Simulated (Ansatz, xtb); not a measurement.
**Relative energy of two isomers of CH3NS**

We compare X, `[H]/N=C/S`, a singlet, with Y, `NC=S`, a singlet. Both are isolated molecules in the gas phase, relaxed with BLYP-D3(BJ)/def2-SVP; the shapes shown needn't be the lowest conformers.

X (Å):

```xyz
6

C     1.5824   -1.0823   -0.5811
N     1.8393   -0.1865   -1.4580
S     0.4410   -0.8429    0.7655
H     2.0194   -2.1065   -0.5332
H     0.1220    0.4369    0.4090
H     2.5285   -0.5456   -2.1414
```

Y (Å):

```yaml
atoms:
  - { symbol: C, position_ang: [1.5680, -1.1882, -0.2146] }
  - { symbol: N, position_ang: [1.2936, -0.1967, -1.0994] }
  - { symbol: S, position_ang: [0.9584, -1.3187, 1.3178] }
  - { symbol: H, position_ang: [0.6537, 0.5531, -0.8236] }
  - { symbol: H, position_ang: [1.7059, -0.1797, -2.0342] }
  - { symbol: H, position_ang: [2.2726, -1.9383, -0.6345] }
```

Quicker runs give these differences E(Y) − E(X): GFN2-xTB −9.0 kcal/mol; HF/STO-3G +5.5 kcal/mol (at GFN2-xTB geometries); r2SCAN-D4/def2-SVP −14.5 kcal/mol (at GFN2-xTB geometries).

Task: Estimate E(Y) − E(X) at the level CCSD(T)/def2-TZVPP.

Result: Calculated at CCSD(T)/def2-TZVPP: E(Y) − E(X) = −10.0 kcal/mol, so structure Y lies lower.

How the difference moves with the method:

```json
{"level": "GFN2-xTB", "geometry": "GFN2-xTB", "E(Y) − E(X) (kcal/mol)": "−9.0", "departure from the last row (kcal/mol)": "+1.0", "job, with rough time for the two": "optimisation, 0.088 s"}
{"level": "HF/STO-3G", "geometry": "GFN2-xTB", "E(Y) − E(X) (kcal/mol)": "+5.5", "departure from the last row (kcal/mol)": "+15.5", "job, with rough time for the two": "single point, 0.16 s"}
{"level": "r2SCAN-D4/def2-SVP", "geometry": "GFN2-xTB", "E(Y) − E(X) (kcal/mol)": "−14.5", "departure from the last row (kcal/mol)": "−4.5", "job, with rough time for the two": "single point, 2.2 s"}
{"level": "BLYP-D3(BJ)/def2-SVP", "geometry": "BLYP-D3(BJ)/def2-SVP", "E(Y) − E(X) (kcal/mol)": "−11.8", "departure from the last row (kcal/mol)": "−1.8", "job, with rough time for the two": "optimisation, 12 s"}
{"level": "HF/def2-TZVPP", "geometry": "BLYP-D3(BJ)/def2-SVP", "E(Y) − E(X) (kcal/mol)": "−11.2", "departure from the last row (kcal/mol)": "−1.2", "job, with rough time for the two": "part of the CCSD(T) run"}
{"level": "MP2/def2-TZVPP", "geometry": "BLYP-D3(BJ)/def2-SVP", "E(Y) − E(X) (kcal/mol)": "−11.5", "departure from the last row (kcal/mol)": "−1.5", "job, with rough time for the two": "part of the CCSD(T) run"}
{"level": "CCSD(T)/def2-TZVPP", "geometry": "BLYP-D3(BJ)/def2-SVP", "E(Y) − E(X) (kcal/mol)": "−10.0", "departure from the last row (kcal/mol)": "", "job, with rough time for the two": "single point, 43 s"}
```

As drawn, Y has 1 C–N, 1 C=S, 1 N–H in place of 1 C=N, 1 C–S, 1 S–H.

HF/STO-3G puts the two in the other order. The largest departure from CCSD(T)/def2-TZVPP is that of HF/STO-3G, 15.5 kcal/mol.

With harmonic frequencies from BLYP-D3(BJ)/def2-SVP (ideal gas, rigid rotor, one conformer each, 200 K, 1 atm): the zero-point term adds +2.0 kcal/mol; ΔH is −7.9 and ΔG −8.0 kcal/mol.

The correlated steps freeze 7 core orbitals. Run with Ansatz 0.2.0, xtb 6.7.1; the last row on 1 thread of Arm Neoverse V2 on a shared host.
